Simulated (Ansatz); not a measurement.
Nudged elastic band run: C₂H₅Si, charge +1

input.yaml

```yaml
crystal:
  periodic: [false, false, false]
  atoms:
    - { symbol: C, position_ang: [-0.928954, 1.008253, -0.406377] }
    - { symbol: C, position_ang: [-0.148349, -0.028924, 0.010385] }
    - { symbol: Si, position_ang: [0.858812, -1.324067, 0.532857] }
    - { symbol: H, position_ang: [-1.285332, 1.079024, -1.44961] }
    - { symbol: H, position_ang: [0.335408, 1.14639, -0.456794] }
    - { symbol: H, position_ang: [-1.292934, 1.77682, 0.298447] }
    - { symbol: H, position_ang: [2.319057, -1.135628, 0.463594] }
    - { symbol: H, position_ang: [0.142282, -2.521858, 1.007507] }
total_charge: 1
basis:
  gaussian: { orbitals: def2-SVP }
hamiltonian:
  xc: r2scan
  dispersion: d4
neb:
  order_check: false
  images: 9
  f_tol: 0.05
  max_iterations: 51
  initial_path: linear
  final_atoms:
    - { symbol: C, position_ang: [-0.63760785, 1.18799536, -0.47685231] }
    - { symbol: C, position_ang: [0.08639737, 0.11584573, -0.04605412] }
    - { symbol: Si, position_ang: [0.97781908, -1.2509734, 0.50392146] }
    - { symbol: H, position_ang: [-0.91757259, 2.00865731, 0.20746747] }
    - { symbol: H, position_ang: [-1.26598075, 0.15796541, -0.07017506] }
    - { symbol: H, position_ang: [-0.90819674, 1.3127153, -1.54053159] }
    - { symbol: H, position_ang: [2.4438667, -1.10471731, 0.45377055] }
    - { symbol: H, position_ang: [0.22126478, -2.4274784, 0.96846259] }
```

Command:

```bash
$ ansatz run input.yaml --threads 1 --pin off --max-ram 2048MiB --backend cpu --events-out ev --progress --plain --runs-dir out
```

Output, in part (warnings, iteration lines, the closing report on the highest movable image, with atoms numbered from 0):

```
NEB end point (image 0): max|allowed force component| = 1.160e-2 eV/Å (the criterion of neb.relax_end_points is 1.000e-2)
NEB end point (image 10): max|allowed force component| = 4.658e-3 eV/Å (the criterion of neb.relax_end_points is 1.000e-2)
NEB iter   1: max|band force component| = 7.695e-1 eV/Å  barrier→ = 2.0999 eV  barrier← = 2.0999 eV  Δτ_max = 0.1011 Å  (360 SCF iters)
NEB iter   2: max|band force component| = 8.146e-1 eV/Å  barrier→ = 1.9806 eV  barrier← = 1.9806 eV  CI = image 5  Δτ_max = 0.1084 Å  (296 SCF iters)
NEB iter   3: max|band force component| = 9.430e-1 eV/Å  barrier→ = 2.0138 eV  barrier← = 2.0138 eV  CI = image 5  Δτ_max = 0.0544 Å  (295 SCF iters)
NEB iter   4: max|band force component| = 8.957e-1 eV/Å  barrier→ = 1.9609 eV  barrier← = 1.9609 eV  CI = image 5  Δτ_max = 0.0545 Å  (307 SCF iters)
NEB iter   5: max|band force component| = 7.945e-1 eV/Å  barrier→ = 1.8635 eV  barrier← = 1.8635 eV  CI = image 5  Δτ_max = 0.0546 Å  (300 SCF iters)
NEB iter   6: max|band force component| = 1.056e0 eV/Å  barrier→ = 1.7340 eV  barrier← = 1.7340 eV  CI = image 5  Δτ_max = 0.0274 Å  (310 SCF iters)
NEB iter   7: max|band force component| = 9.452e-1 eV/Å  barrier→ = 1.6441 eV  barrier← = 1.6441 eV  CI = image 5  Δτ_max = 0.0546 Å  (294 SCF iters)
NEB iter   8: max|band force component| = 1.178e0 eV/Å  barrier→ = 1.4765 eV  barrier← = 1.4765 eV  CI = image 5  Δτ_max = 0.0546 Å  (275 SCF iters)
NEB iter   9: max|band force component| = 1.623e0 eV/Å  barrier→ = 1.3097 eV  barrier← = 1.3097 eV  CI = image 5  Δτ_max = 0.1094 Å  (274 SCF iters)
NEB iter  10: max|band force component| = 1.483e0 eV/Å  barrier→ = 0.9956 eV  barrier← = 0.9956 eV  CI = image 5  Δτ_max = 0.0545 Å  (273 SCF iters)
NEB iter  11: max|band force component| = 1.557e0 eV/Å  barrier→ = 0.8403 eV  barrier← = 0.8403 eV  CI = image 5  Δτ_max = 0.0545 Å  (265 SCF iters)
NEB iter  12: max|band force component| = 1.373e0 eV/Å  barrier→ = 0.6947 eV  barrier← = 0.6947 eV  CI = image 5  Δτ_max = 0.1103 Å  (262 SCF iters)
NEB iter  13: max|band force component| = 1.170e0 eV/Å  barrier→ = 0.4445 eV  barrier← = 0.4445 eV  CI = image 5  Δτ_max = 0.1085 Å  (268 SCF iters)
NEB iter  14: max|band force component| = 2.182e0 eV/Å  barrier→ = 0.3292 eV  barrier← = 0.3292 eV  CI = image 6  Δτ_max = 0.1080 Å  (265 SCF iters)
NEB iter  15: max|band force component| = 8.080e-1 eV/Å  barrier→ = 0.3895 eV  barrier← = 0.3895 eV  CI = image 5  Δτ_max = 0.1970 Å  (262 SCF iters)
NEB iter  16: max|band force component| = 5.906e-1 eV/Å  barrier→ = 0.1306 eV  barrier← = 0.1306 eV  CI = image 5  Δτ_max = 0.1989 Å  (262 SCF iters)
NEB iter  17: max|band force component| = 1.824e0 eV/Å  barrier→ = 0.0953 eV  barrier← = 0.0953 eV  CI = image 6  Δτ_max = 0.0994 Å  (266 SCF iters)
NEB iter  18: max|band force component| = 1.480e0 eV/Å  barrier→ = 0.1265 eV  barrier← = 0.1265 eV  CI = image 6  Δτ_max = 0.1953 Å  (261 SCF iters)
NEB iter  19: max|band force component| = 1.631e0 eV/Å  barrier→ = 0.1205 eV  barrier← = 0.1205 eV  CI = image 5  Δτ_max = 0.1981 Å  (262 SCF iters)
NEB iter  20: max|band force component| = 1.339e0 eV/Å  barrier→ = 0.0899 eV  barrier← = 0.0899 eV  CI = image 7  Δτ_max = 0.1977 Å  (267 SCF iters)
NEB iter  21: max|band force component| = 8.171e0 eV/Å  barrier→ = 1.0592 eV  barrier← = 1.0592 eV  CI = image 5  Δτ_max = 0.1031 Å  (270 SCF iters)
NEB iter  22: max|band force component| = 1.685e0 eV/Å  barrier→ = 0.1484 eV  barrier← = 0.1484 eV  CI = image 5  Δτ_max = 0.0824 Å  (263 SCF iters)
NEB iter  23: max|band force component| = 5.433e-1 eV/Å  barrier→ = 0.0858 eV  barrier← = 0.0858 eV  CI = image 5  Δτ_max = 0.0775 Å  (258 SCF iters)
NEB iter  24: max|band force component| = 1.169e-1 eV/Å  barrier→ = 0.0764 eV  barrier← = 0.0764 eV  CI = image 5  Δτ_max = 0.0969 Å  (260 SCF iters)
NEB iter  25: max|band force component| = 9.955e-2 eV/Å  barrier→ = 0.0747 eV  barrier← = 0.0747 eV  CI = image 5  Δτ_max = 0.0633 Å  (265 SCF iters)
NEB iter  26: max|band force component| = 4.927e-2 eV/Å  barrier→ = 0.0744 eV  barrier← = 0.0744 eV  CI = image 5  Δτ_max = 0.0000 Å  (526 SCF iters)
Total energy: -10015.41516382 eV, -368.0597185781 hartree
Atom 0 at    -0.696318     1.100000    -0.370468 Å, force     0.000035    -0.003100    -0.016570 eV/Å
Atom 1 at     0.011001    -0.024669     0.059018 Å, force     0.001443    -0.006280     0.005803 eV/Å
Atom 2 at     0.878442    -1.412650     0.589250 Å, force     0.001084     0.006392    -0.000609 eV/Å
Atom 3 at    -1.376208     0.776710    -1.200427 Å, force    -0.009683    -0.005054     0.000313 eV/Å
Atom 4 at    -0.001619     1.718272    -0.996341 Å, force     0.004534     0.001867     0.011601 eV/Å
Atom 5 at    -1.223070     1.704399     0.385930 Å, force     0.005042     0.006091     0.001809 eV/Å
Atom 6 at     2.300832    -1.189270     0.921999 Å, force    -0.005037    -0.000363    -0.000664 eV/Å
Atom 7 at     0.106930    -2.672783     0.611047 Å, force     0.002583     0.000447    -0.001684 eV/Å
Dipole moment:    -0.017712     0.051306    -0.113260 e Å
```

The forces met the threshold. The profile has 3 maxima (images 5, 7, 9) with wells between them (images 6, 8): this band takes more than one step, which may be the mechanism or a detour left from its start path. Another band between the same ends (9 images) ends at a top of the same energy, where a vibrational analysis finds 1 clearly imaginary mode. Limits of this set-up: the dipole of an ion depends on the origin.

Final band:

| image | path coordinate (Å) | energy (eV) |
| --- | --- | --- |
| 0 | 0.00 | 0.000 |
| 1 | 0.26 | 0.014 |
| 2 | 0.52 | 0.022 |
| 3 | 0.79 | 0.042 |
| 4 | 1.05 | 0.065 |
| 5 | 1.31 | 0.074 |
| 6 | 2.21 | 0.024 |
| 7 | 3.12 | 0.071 |
| 8 | 4.02 | 0.041 |
| 9 | 4.92 | 0.060 |
| 10 | 5.83 | 0.000 |

Time of the run: 11 min on 1 thread of Intel(R) Xeon(R) Platinum 8259CL CPU @ 2.50GHz (Skylake/Cascade Lake), on a shared host, peak memory 0.17 GiB.
